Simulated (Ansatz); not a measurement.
Geometry optimisation, Ansatz, RKS PBE0/def2-SVP.

The input (input.yaml):

```yaml
crystal:
  periodic: [false, false, false]
  atoms:
    - { symbol: "N", position_ang: [0.6918, -0.4174, 0.8123] }
    - { symbol: C, position_ang: [-0.4186, -0.1833, -0.0583] }
    - { symbol: F, position_ang: [-1.6812, -0.5162, 0.359] }
    - { symbol: C, position_ang: [-0.1922, 0.3457, -1.2496] }
    - { symbol: O, position_ang: [-0.1097, 0.8107, -2.326] }
    - { symbol: H, position_ang: [0.46408, -1.23992, 1.37118] }
    - { symbol: H, position_ang: [1.56309, -0.53956, 0.26952] }
basis:
  gaussian: { orbitals: def2-SVP }
hamiltonian:
  xc: pbe0
relax:
  f_tol: 0.015
  max_steps: 40
```

Launched with:

```bash
$ ansatz run input.yaml --threads 1 --pin off --max-ram 2048MiB --backend cpu --events-out ev --progress --plain --runs-dir out
```

Problem. Where does it end, and by what steps?

Solution. The forces met the threshold. After 16 steps the energy has fallen by 0.686 eV; H7 moved furthest, 1.12 Å.

```csv
step,energy less start (eV),largest force component (eV/Å),accepted
0,0.0000,1.676,yes
1,-0.1590,0.926,yes
2,-0.2416,0.490,yes
3,-0.3165,0.867,yes
4,-0.3793,1.050,yes
5,-0.4343,1.008,yes
6,-0.5522,0.389,yes
7,-0.5915,0.394,yes
8,-0.6008,0.422,yes
9,-0.6213,0.863,yes
10,-0.6590,0.635,yes
11,-0.6739,0.543,yes
12,-0.6842,0.309,yes
13,-0.6851,0.167,yes
14,-0.6855,0.020,yes
15,-0.6855,0.020,no
16,-0.6855,0.006,yes
```

```xyz
7
Properties=species:S:1:pos:R:3
N 0.776 -0.655 0.511
C -0.342 -0.135 -0.088
F -1.503 0.035 0.600
C -0.306 0.215 -1.369
O -0.235 0.510 -2.494
H 0.721 -1.631 0.791
H 1.207 -0.079 1.228
```

Time of the run: 80 s on 1 thread of Intel(R) Xeon(R) Processor @ 2.70GHz (shared host), peak memory 0.16 GiB.
